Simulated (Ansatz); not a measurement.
# AlSiH (triplet): wave-function methods side by side at distance Si1–Al2 = 2.638 Å, 6-31G

Aim: climb from Hartree-Fock through coupled cluster and multireference methods for AlSiH (triplet) at one geometry and basis, and see what each rung misses.

The runs use Ansatz 0.2.0, Gaussian basis; 6-31G, core rule «outside noble gas», up to 10 orbitals frozen.

To be run: UHF; CCSD(T) on ROHF; CCSD(T) on UHF; BCCD(T) on ROHF; CISD; CCSDT(Q) on ROHF; CCSDT(Q) on UHF; CCSDTQ on ROHF; CCSDTQ on UHF; CASSCF and MRCISD+Q, 4 electrons in 4 orbitals; CASSCF and NEVPT2, 4 electrons in 4 orbitals; CASSCF and MRCISD+Q, 8 electrons in 9 orbitals; CASSCF and MRCISD+Q(relaxed), 8 electrons in 9 orbitals; CASSCF and NEVPT2, 8 electrons in 9 orbitals; Full CI.

31 further runs of the same task are left out: 2 for a mislabelled method, 23 that didn't finish, 6 set aside as unsound or not needed.

### 1 What is computed

The geometry derives from a PBE0/def2-TZVP stationary point (not a proven minimum). One bond is set to the value named and the two fragments are kept rigid.

3 atoms, charge 0, spin multiplicity 3.

Atoms are counted from 1 here; the program's logs count them from 0.

Bond lengths: Si1–Al2 2.638 Å, Si1–H3 1.598 Å. Angles: Al2–Si1–H3 57.3°.

Geometry (Å):

```tsv
atom	x (Å)	y (Å)	z (Å)
Si1	0.0000	-0.0372	1.2845
Al2	0.0000	-0.0105	-1.3533
H3	0.0000	1.3165	0.4346
```

### 2 UHF

File in.yaml:

```yaml
crystal:
  periodic: [false, false, false]
  atoms:
    - {symbol: Si, position_ang: [0.000000, -0.037166, 1.284537]}
    - {symbol: Al, position_ang: [0.000000, -0.010494, -1.353328]}
    - {symbol: H, position_ang: [0.000000, 1.316518, 0.434556]}
basis:
  gaussian: {orbitals: 6-31G}
magnetization: {spin_polarized: true, initial_magnetization: 2}
hamiltonian: {xc: hf}
output: {orbitals: {seedname: orbitals}}
```

Launch:

```sh
$ ansatz run in.yaml --threads 1 --pin off --events-out ev --progress --plain --max-ram 2393MiB
```

The runs that follow: CCSD(T) on ROHF; CCSD(T) on UHF; BCCD(T) on ROHF; CISD; CCSDT(Q) on ROHF; CCSDT(Q) on UHF; CCSDTQ on ROHF; CCSDTQ on UHF; CASSCF and MRCISD+Q, 4 electrons in 4 orbitals; CASSCF and NEVPT2, 4 electrons in 4 orbitals; CASSCF and MRCISD+Q, 8 electrons in 9 orbitals; CASSCF and MRCISD+Q(relaxed), 8 electrons in 9 orbitals; CASSCF and NEVPT2, 8 electrons in 9 orbitals; Full CI.

**Question.** What will the summary of the whole plan be? Wanted: FCI below the RHF energy; RMP2 from FCI; UMP2 from FCI; RCCSD from FCI; RCCSD(T) from FCI; UCCSD(T) from FCI; RCCSDT(Q) from FCI; UCCSDT(Q) from FCI; NEVPT2 pair from FCI.

**Answer**, as computed:

```
                         quantity                                                                                                                                                            value
         FCI below the RHF energy                                                                                                                                                       -2.6834 eV
                    RMP2 from FCI                                                                                                                                                  +19.33 kcal/mol
                    UMP2 from FCI                                                                                                                                                  +19.88 kcal/mol
                   RCCSD from FCI                                                                                                                                                   +2.56 kcal/mol
                RCCSD(T) from FCI                                                                                                                                                   +0.79 kcal/mol
                UCCSD(T) from FCI                                                                                                                                                   +0.75 kcal/mol
               RCCSDT(Q) from FCI                                                                                                                                                   +0.04 kcal/mol
               UCCSDT(Q) from FCI                                                                                                                                                    0.00 kcal/mol
             NEVPT2 pair from FCI                                                                                                                                                  +18.36 kcal/mol
           MRCISD+Q pair from FCI                                                                                                                                                   -0.48 kcal/mol
          NEVPT2 valence from FCI                                                                                                                                                   +5.05 kcal/mol
levels within 1 kcal/mol (43 meV)  RCCSD(T), UCCSD(T), BCCD(T), RCCSDT, UCCSDT, RCCSDT(Q), UCCSDT(Q), RCCSDTQ, UCCSDTQ, MRCISD+Q pair, MRCISD valence, MRCISD+Q valence, MRCISD+Q(relaxed) valence
                    T1 diagnostic                                                                                                                                                            0.045
   effectively unpaired electrons                                                                                                                                                             2.10
```

In words: RCCSD(T) misses by +0.79 kcal/mol, 1.3 % of the correlation energy. MRCISD+Q pair, MRCISD+Q(relaxed) valence fall below full CI: the +Q correction isn't variational, and the cores differ from full CI's. The occupations are near whole numbers, but T1 = 0.045 shows that the orbitals relax strongly. Of the multireference levels listed MRCISD+Q(relaxed) valence comes nearest in total energy (-0.10 kcal/mol), which doesn't show that its space is the better one. These misses are within one basis, not against nature; the frozen cores of restricted and unrestricted runs differ, which can shift their rows.
